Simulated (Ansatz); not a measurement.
The input, for Ansatz 0.2.0:

```yaml
crystal:
  periodic: [false, false, false]
  atoms:
    - {symbol: Si, position_ang: [0.000000, 0.000000, 0.000000]}
    - {symbol: H, position_ang: [0.000000, 0.000000, 1.256000]}
basis:
  gaussian: {orbitals: "6-31G*"}
total_charge: -1
magnetization: {spin_polarized: false, initial_magnetization: 2}
correlation: {active_space: {ras: {orbitals: [2, 2, 12], electrons: 6, max_holes: 2, max_particles: 2}, fixed_orbitals: true}}
output: {forces: true}
```

```sh
$ ansatz run in.yaml --threads 1 --pin off --events-out ev --progress --plain --max-ram 2393MiB
```

Output:

```
197 factors; integrals over basis functions are off by at most 5.9e-4 eV
mean field evaluation 1: about -7874.0270 eV, gradient 9.5e0 eV
mean field evaluation 2: about -7874.0298 eV, gradient 9.5e0 eV
mean field evaluation 4: about -7874.6432 eV, gradient 6.9e-1 eV
mean field evaluation 8: about -7874.6478 eV, gradient 2.6e-4 eV
mean field -7874.64782289 eV, -289.3879698631 hartree, gradient 2.0e-6 eV, S^2 2.000000; 0 other end points of the search recorded, 0 dependent functions left out
reference -7874.64782289 eV, -289.3879698631 hartree; 9, 7 occupied and 12, 14 virtual orbitals, 197 factors
state -7876.71125956 eV, -289.4637997622 hartree
the calculation of the forces begins
Total energy: -7876.71125956 eV, -289.4637997622 hartree
Atom 0 at     0.000000     0.000000     0.000000 Å, force    -0.000000     0.000000    -8.445856 eV/Å
Atom 1 at     0.000000     0.000000     1.256000 Å, force     0.000000    -0.000000     8.445856 eV/Å
Dipole moment:     0.000000     0.000000     0.340345 e Å
```

Forces (eV/Å):
```
Si   0.000  0.000 -8.446
H    0.000  0.000  8.446
```

Ran on 1 thread of Arm Neoverse V1, shared host: 0.57 s wall, 0.07 GiB peak host memory.
